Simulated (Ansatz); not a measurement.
# Cl–CH–Ga, doublet: vertical spin and charge gaps

Geometry (PBE0/def2-TZVP stationary point for this spin, not checked as a minimum):

```xyz
4

Cl    0.0000   -0.2243    1.9932
C     0.0000    0.8739    0.6620
Ga    0.0000   -0.0640   -1.1423
H     0.0000    1.9032    1.0230
```

Basis cc-pVDZ; Ansatz 0.2.0. Correlated methods freeze the noble-gas cores and the filled d shells of p-block atoms. Prefix R: restricted or restricted open-shell reference; prefix U: unrestricted. No spin–orbit coupling is included, and no scalar relativity.

Gaps are energies of the second state less the first, at fixed atoms, for a selection of the levels run; each method lands on the state that its own search finds for that charge and spin.

Removing an electron, to the triplet: 8.159 eV at UCCSDT(Q).

| level | gap (eV) | error (meV) |
| --- | --- | --- |
| UHF | 7.517 | -642 |
| UMP2 | 8.129 | -30 |
| UCCSD | 8.191 | 32 |
| UCCSD(T) | 8.173 | 14 |
| BCCD(T) | 8.181 | 22 |
| UCCSDT | 8.163 | 4 |
| PBE | 8.223 | 64 |
| revPBE | 8.156 | -3 |
| r2SCAN | 8.311 | 152 |
| PBE0 | 8.343 | 184 |
| B3LYP | 8.412 | 253 |
| wB97M-V | 8.465 | 306 |
| B2PLYP | 8.279 | 120 |
| RPA-PBE | 8.293 | 134 |

Q: PBE gives 2.396 eV for quartet less doublet. Estimate what UCCSDT(Q) gives in cc-pVDZ.

A: UCCSDT(Q) in cc-pVDZ gives 2.315 eV, so against it PBE is off by 0.081 eV.

| level | gap (eV) | error (meV) |
| --- | --- | --- |
| UHF | 1.760 | -555 |
| UMP2 | 2.213 | -102 |
| UCCSD | 2.331 | 16 |
| BCCD(T) | 2.339 | 24 |
| UCCSDT | 2.317 | 2 |
| r2SCAN | 2.245 | -70 |
| PBE0 | 2.364 | 49 |
| B2PLYP | 2.482 | 167 |
| RPA-PBE | 2.411 | 96 |

In so small a basis the reference is far from its limit while semilocal and hybrid functionals are nearer theirs (RPA and double hybrids share much of the reference's basis error), so the functionals' errors here hold much of the reference's basis and frozen-core error, which can add to them or hide them.

Full CI isn't at hand for all of this; UCCSDT(Q) serves as the reference, and is uncertain by about the last step of the cluster series. The frozen core follows each run's orbitals, which can shift R against U totals by a few meV for light atoms and by up to 0.1 eV past Ca.
